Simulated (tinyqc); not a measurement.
Orbital energy against energy difference: ionisation energy by orbital energies and by energy differences in the 6-31g basis, for CH4, spin multiplicity 1. Computed by the program tinyqc with PySCF. 

Geometry (angstrom):
```
atom        x        y        z
C      0.0000   0.0000   0.0000
H      0.6000   0.6000   0.6000
H      0.6000  -0.6000  -0.6000
H     -0.6000   0.6000  -0.6000
H     -0.6000  -0.6000   0.6000
```

CCSD(T) difference in the same basis = 14.3272 eV

IP-EOM-CCSD = 14.2723 eV

The cation is unrestricted; errors are against CCSD(T) in this basis, not against experiment.

First vertical ionisation energy (eV):
```
method     -e(HOMO)  E(cation) - E  error of -e(HOMO)  error of the difference
HF           15.136       13.73474              0.809                   -0.592
LDA           9.487       14.55148             -4.840                    0.224
PBE           9.486       14.44559             -4.842                    0.118
B3LYP        10.856       14.61065             -3.471                    0.283
PBE0         11.138       14.55973             -3.189                    0.233
CAM-B3LYP    12.631       14.62197             -1.696                    0.295
LC-wPBE      14.159       14.68199             -0.168                    0.355
```

Koopmans errs by +0.81 eV and Delta-HF by -0.59 eV: relaxation, 1.40 eV, lowers the value and the missing correlation difference works against it. The PBE level is off by -4.8 eV through the wrong tail of its potential, though its energy difference is off by +0.12 eV; exact exchange deepens the level, and among the orbital energies LC-wPBE comes closest; among the differences PBE does.
